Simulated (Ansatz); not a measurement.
**HAl–AsH2, quartet in cc-pVDZ: errors against UCCSDT(Q)**

Geometry: that of the HAl–AsH2, doublet, kept fixed. The doublet lies 3.5 eV lower here.

| atom | x (Å) | y (Å) | z (Å) |
| --- | --- | --- | --- |
| Al | 0.0310 | -0.1318 | 1.7902 |
| As | -0.0369 | 0.0362 | -0.6598 |
| H | -0.0461 | 1.2703 | 2.5728 |
| H | 1.2571 | 0.8436 | -0.5890 |
| H | 0.7028 | -1.2772 | -0.8626 |

Basis cc-pVDZ; Ansatz 0.2.0. Only valence electrons are correlated (noble-gas cores and the filled d shells of p-block atoms frozen), which leaves 11 electrons in 41 orbitals. R marks a restricted (for open shells ROHF) determinant, U an unrestricted one. No spin–orbit coupling is included, and no scalar relativity.

Full CI isn't at hand for all of this; UCCSDT(Q) serves as the reference, and is uncertain by the last step of the cluster series or more. The frozen core follows each run's orbitals, which can shift R against U totals by a few meV for light atoms and by up to 0.1 eV past Ca.

```
UHF ⟨S²⟩                          : 3.769
T1 diagnostic (RCCSD)             : 0.0399
largest doubles amplitude (RCCSD) : 0.042
T1 diagnostic (UCCSD)             : 0.0321
```

| level | E − E(UCCSDT(Q)) (kJ/mol) | wall time |
| --- | --- | --- |
| UHF | 500.8 | – |
| UMP2 | 121.4 | – |
| UCCSD | 18.5 | – |
| UCCSD(T) | 4.5 | 11 s |
| UCCSDT | 0.7 | – |

Run but not shown, since their state, orbitals or frozen core can't be matched to the reference's or they repeat it: RHF, RMP2, CISD, RCCSD, RCCSD(T), BCCD(T), RCCSDT, RCCSDT(Q).

Times hold each run's SCF and search for its determinant on a shared host, so for small cases they say little of a method's own cost; they ran on 1 thread of Arm Neoverse V1. Some runs computed forces too.
